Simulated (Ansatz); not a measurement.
A calculation on Cs2AgBiBr6 (Fm-3m, No. 225) returned lattice constant a 11.238 Å, band gap 1.60 eV.

For reference: lattice constant a 11.232 Å (measured, 298 K, copied from a table, unchecked, no zero-point or thermal correction; as tabulated in Journal of the American Chemical Society 139, 5015 (2017)).

Problem. Which level of theory produced these numbers?
A. r²SCAN+rVV10 (Ansatz, a first-principles code)
B. LDA (Ansatz)
C. HSE06 (Ansatz)
D. PBEsol (Ansatz)

Solution. A, r²SCAN+rVV10 (Ansatz)

The others give: HSE06 11.417 Å, 2.22 eV; PBEsol 11.187 Å, 1.10 eV; LDA 10.996 Å, 0.95 eV.

Unless a cell is named, each level is at its own relaxed cell (HSE06 37.20, LDA 33.24, PBEsol 35.00, r²SCAN+rVV10 35.48 Å³/atom).

Levels without +SOC have no spin–orbit coupling; where heavier elements are present it shifts gaps, mostly down, and can invert bands. Density-functional gaps are differences of (generalised) Kohn–Sham levels.

Ansatz's density-functional and Hartree–Fock values are scalar-relativistic unless marked +SOC, with PAW data made under PBE.
